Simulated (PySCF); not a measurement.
**Frontier levels across methods**

Species: C4H12NP.
Z-matrix (Å and degrees, PBE0-D3(BJ)/def2-SVP geometry), rows numbered from 1:
```
C 
N   1  1.4462
C   2  1.4471  1  111.07
P   2  1.7695  1  113.60  3  -128.75
C   4  1.8463  2   98.89  1   -64.90
C   4  1.8465  2   98.69  1  -163.94
H   1  1.1026  2  109.26  3   -56.62
H   1  1.0995  2  111.01  3  -174.42
H   1  1.1126  2  113.96  3    63.48
H   3  1.0996  2  110.92  1   175.25
H   3  1.1026  2  109.28  1    57.45
H   3  1.1122  2  113.88  1   -62.80
H   5  1.1008  4  107.95  2  -162.84
H   5  1.1018  4  111.16  2   -42.75
H   5  1.0993  4  111.24  2    79.68
H   6  1.1016  4  111.05  2    43.28
H   6  1.0995  4  111.16  2   -78.90
H   6  1.1009  4  108.17  2   163.61
```

Basis pcSseg-1 throughout (PySCF), one geometry. Isolated species at its PBE0-D3(BJ)/def2-SVP geometry (one conformer only).

Q: How do the orbital energies, the gap and the dipole change with the method?

A: 
| method | kind | HOMO (eV) | LUMO (eV) | gap (eV) | μ (D) | SCF cycles |
| --- | --- | --- | --- | --- | --- | --- |
| BLYP | GGA | -4.25 | 0.43 | 4.68 | 0.66 | 15 |
| OPBE | GGA | -4.32 | 0.45 | 4.78 | 0.79 | 15 |
| PBE | GGA | -4.36 | 0.28 | 4.65 | 0.75 | 14 |
| LDA | LDA | -4.45 | 0.06 | 4.51 | 0.77 | 13 |
| BP86 | GGA | -4.46 | 0.20 | 4.66 | 0.75 | 14 |
| HF | Hartree–Fock | -8.35 | 4.31 | 12.67 | 0.61 | 10 |

The HOMO spans 4.10 eV, from BLYP down to HF, and the gap runs from 4.51 eV (LDA) to 12.67 eV (HF). The dipole ranges from 0.61 D (HF) to 0.79 D (OPBE). This basis has no diffuse functions.
